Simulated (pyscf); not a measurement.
Four-centre exchange: O=V(F)(F)–F + water (H₂O) → O=V(OH)(F)–F + hydrogen fluoride (HF)

Gas phase, singlet surface, charge 0. Bonds broken: V2–F3, O6–H7. Bonds formed: V2–O6, F3–H7. Single points on ωB97X-D3(BJ)/def2-SVP structures (PySCF, gas phase).

Transition state (Å):

```xyz
8

O     -0.1200     0.4493     1.1258
V     -0.9098    -0.1942    -0.0047
F      0.6037    -1.2042    -0.9865
F     -2.4095     0.6192    -0.0051
F     -1.3941    -1.7518     0.4953
O     -0.3585     0.6421    -1.6591
H      0.4529    -0.2975    -1.6075
H     -0.0976     1.5717    -1.6708
```

One imaginary mode, 616i cm⁻¹; descent along it reached the two sides named, in the forms told below.

```
bond   change  reactant side (Å)  saddle  product side
-----  ------  -----------------  ------  ------------
V2–F3  breaks              1.729   2.067           2.9
O6–H7  breaks              0.966   1.243           3.0
V2–O6   forms              2.238   1.934         1.720
F3–H7   forms                2.6   1.109         0.932
```

Electronic energies relative to the separated reactants (kcal/mol):

| level | barrier | reaction energy | reverse barrier |
|---|---|---|---|
| ωB97X-D3(BJ)/def2-TZVP | 9.1 | +3.6 | 5.5 |
| PBE/def2-TZVP | 8.0 | +4.5 | 3.5 |
| r²SCAN/def2-TZVP | 6.4 | +4.3 | 2.1 |
| B3LYP-D3(BJ)/def2-TZVP | 9.1 | +3.4 | 5.7 |
| PBE0-D3(BJ)/def2-TZVP | 8.1 | +3.3 | 4.9 |
| M06-2X/def2-TZVP | 5.1 | +1.7 | 3.4 |
| ωB97M-D3(BJ)/def2-TZVP | 9.7 | +3.7 | 6.0 |

With ωB97M-D3(BJ)/def2-TZVP energies and thermal terms (ideal gas, 1 atm, RRHO with modes under 100 cm⁻¹ raised to 100, one conformer, R ln 2 for chiral ones without a mode under 150 cm⁻¹), in kcal/mol:

```json
[
 {"T (K)": "298", "ΔH‡": "8.2", "ΔG‡": "19.0", "ΔH": "+3.2", "ΔG": "+3.3"},
 {"T (K)": "600", "ΔH‡": "8.4", "ΔG‡": "29.8", "ΔH": "+3.7", "ΔG": "+3.2"},
 {"T (K)": "900", "ΔH‡": "9.0", "ΔG‡": "40.4", "ΔH": "+4.2", "ΔG": "+2.8"},
 {"T (K)": "1200", "ΔH‡": "9.8", "ΔG‡": "50.8", "ΔH": "+4.6", "ΔG": "+2.3"}
]
```

On the reactant side the descent ends in an adduct with a O–V contact, 11.2 kcal/mol under the separated species and 20.3 kcal/mol under the saddle at ωB97X-D3(BJ)/def2-TZVP. On the product side the descent ends in a complex (not fully relaxed), 4.8 kcal/mol under the separated species and 10.3 kcal/mol under the saddle at ωB97X-D3(BJ)/def2-TZVP. What is counted as formed (O–V) is already present as a longer contact in the reactant adduct; forming that adduct is a step of its own. This is the saddle that the search found; another between the same sides may lie lower.
